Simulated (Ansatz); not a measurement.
# Si₂H₅O+ (SMILES O[SiH2][SiH2+]): single points off equilibrium

The runs use Ansatz 0.2.0, Gaussian basis; single points in def2-TZVPP.

Cores are frozen in the correlated methods.

### 1 The starting structure

SMILES `O[SiH2][SiH2+]`, 8 atoms, charge 1, spin multiplicity 1.

Atoms are counted from 1 here; the program's logs count them from 0.

Bond lengths: O1–Si2 1.622 Å, O1–H4 1.009 Å, Si2–Si3 2.473 Å, Si2–H5 1.317 Å, Si2–H6 1.500 Å, Si3–H7 1.364 Å, Si3–H8 1.384 Å. Angles: Si2–O1–H4 135.2°, O1–Si2–Si3 97.0°, O1–Si2–H5 118.6°, O1–Si2–H6 108.8°, Si3–Si2–H5 112.6°, Si3–Si2–H6 107.1°, H5–Si2–H6 111.3°, Si2–Si3–H7 129.1°, Si2–Si3–H8 127.8°, H7–Si3–H8 101.3°.

As a file:

```xyz
8
charge 1, multiplicity 1
O    -1.5512    0.2144   -0.5924
Si   -0.0610    0.8338   -0.4292
Si    0.9076   -1.0426    0.8581
H    -2.3869    0.4822   -1.0895
H     0.6282    1.1119   -1.5165
H    -0.1260    2.0153    0.4931
H     2.2057   -1.2622    1.2158
H     0.3462   -2.2841    1.0991
```

### 2 CCSD(T)/def2-TZVPP

The input, run/in.yaml:

```yaml
crystal:
  periodic: [false, false, false]
  atoms:
    - {symbol: O, position_ang: [-1.551200, 0.214400, -0.592400]}
    - {symbol: Si, position_ang: [-0.061000, 0.833800, -0.429200]}
    - {symbol: Si, position_ang: [0.907600, -1.042600, 0.858100]}
    - {symbol: H, position_ang: [-2.386900, 0.482200, -1.089500]}
    - {symbol: H, position_ang: [0.628200, 1.111900, -1.516500]}
    - {symbol: H, position_ang: [-0.126000, 2.015300, 0.493100]}
    - {symbol: H, position_ang: [2.205700, -1.262200, 1.215800]}
    - {symbol: H, position_ang: [0.346200, -2.284100, 1.099100]}
basis:
  gaussian: {orbitals: def2-TZVPP}
total_charge: 1
correlation: {method: ccsd_t}
output: {forces: true}
```

Command:

```console
ansatz run in.yaml --threads 4 --pin off --events-out ev --progress --plain --max-ram 5222MiB
```

**Question.** How long does this run take on 4 threads of Arm Neoverse N1, shared host, and how much memory does it need?

About 2.5 min, with a peak of 3.4 GiB.
